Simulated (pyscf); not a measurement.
Optimised with ωB97X-D3(BJ)/def2-SVP in PySCF. Correlated levels are frozen-core, on RHF or UHF. ΔMP2 is the change of the MP2 total energy from the triple- to the quadruple-zeta basis.

Task: How much does it cost (ΔH, 298 K, CCSD(T)/def2-TZVPP + ΔMP2(QZVPP)) to split HO–GeH₂–OH at its Ge–O bond into OH• + HO–GeH₂•?

Result: Ge–O to OH• + HO–GeH₂•: 448.6 kJ/mol. Other isomers of HO–GeH₂• were not searched in full and may lie lower. The CCSD(T) − MP2 part came from Ansatz, without density fitting, on the same reference. The frozen core leaves the outer d or s,p core shells of the metals and heavy elements correlated in the MP2 and CC values, and def2-TZVPP describes them poorly, which can shift differences by a few kcal/mol. Left out: the spin-orbit lowering of OH. Elements up to Kr have no core potential and no relativistic terms here.
